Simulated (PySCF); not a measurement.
# Where the electron goes

Compound: P2H4.
Cartesian coordinates in Å at the PBE0-D3(BJ)/def2-TZVP level; atoms count from 1:
```
atom  x, y, z in Å
P1     0.5292    0.9323   -0.3455
P2    -0.5211   -0.9250    0.2882
H3     1.3664    0.9554    0.8031
H4     1.5068    0.2322   -1.1042
H5    -1.3938   -0.9261   -0.8343
H6    -1.4663   -0.2223    1.0847
```

Computed, not measured: TDDFT CAM-B3LYP/aug-cc-pVTZ, vertical, gas phase, core orbitals frozen in the response in PySCF. Isolated species at its PBE0-D3(BJ)/def2-TZVP geometry (one conformer only).

Frontier orbitals with the atoms that hold most of them (Löwdin shares over 4%, at most four atoms; ? is withheld):

```tsv
orbital	ε (eV)	atoms
LUMO+2	0.83	P1 21%, P2 21%, H5 15%, H4 15%
LUMO+1	0.24	P1 32%, P2 32%, H5 9%, H4 9%
LUMO	0.10	H3 22%, H6 22%, H4 22%, H5 22%
HOMO	?	?
HOMO-1	-10.66	?
HOMO-2	-10.95	P1 30%, P2 30%, H4 10%, H5 10%
HOMO-3	-11.64	P1 23%, P2 23%, H5 13%, H4 13%
```

Problem. Which atoms hold the HOMO-1, and with what shares?

Solution. P2 (bonded to P and 2 H) 37%; P1 (bonded to P and 2 H) 37%; H6 (bonded to P) 7%; H3 (bonded to P) 7%. By element: phosphorus 73%, hydrogen 14% or more.

Problem. Give the leading atoms of the HOMO.

Solution. P1 (bonded to P and 2 H) 38%; P2 (bonded to P and 2 H) 38%; H4 (bonded to P) 6%; H5 (bonded to P) 6%. By element: phosphorus 76%, hydrogen 12% or more.

Problem. What is the HOMO energy, and the HOMO–LUMO gap?

Solution. ε(HOMO) = -8.14 eV; the gap is 8.24 eV (0.3029 hartree).

Problem. How does S1 compare with the orbital gap of 8.24 eV?

Solution. S1 is at 5.45 eV (f = 0.0000), 2.79 eV below the gap, made of HOMO→LUMO (88%). Without the coupling terms of the response equations the lowest excitation would equal the gap.

Problem. Give energy, strength and leading configuration of S1 and S2, and follow the Löwdin shares of the leading atoms from the occupied to the empty orbital.

Solution. 
- S1 (5.45 eV, f 0.0000), HOMO→LUMO (88%): P1 38% → at most 14%, P2 38% → at most 14%, H3 at most 6% → 22%, H6 at most 6% → 22%
- S2 (5.55 eV, f 0.219), HOMO→LUMO+1 (84%): P1 38% → 32%, P2 38% → 32%

Löwdin shares depend on the basis, the more so with diffuse functions.
